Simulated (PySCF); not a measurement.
## OF at UHF-CCSD

Computed with UHF-CCSD; basis O aug-cc-pVDZ, F aug-cc-pVDZ; no relativity; PySCF 2.14.

* state: ²Π (doublet), unpaired electrons π ↑
* bond length: 1.367 Å
* harmonic wavenumber: 1038 cm⁻¹
* force constant: 5.52 mdyn/Å
* rotational constant Be: 1.039 cm⁻¹
* well depth De to O + F: 156 kJ/mol
* dissociation energy D0: 149 kJ/mol

Correlated steps freeze 2 core orbitals. Correlated levels converge slowly with the basis: in double zeta they bind strong bonds too weakly, by up to about 1 eV, and carry superposition errors of some tenths. The state was picked by a PBE0 search and need not be the measured ground state.
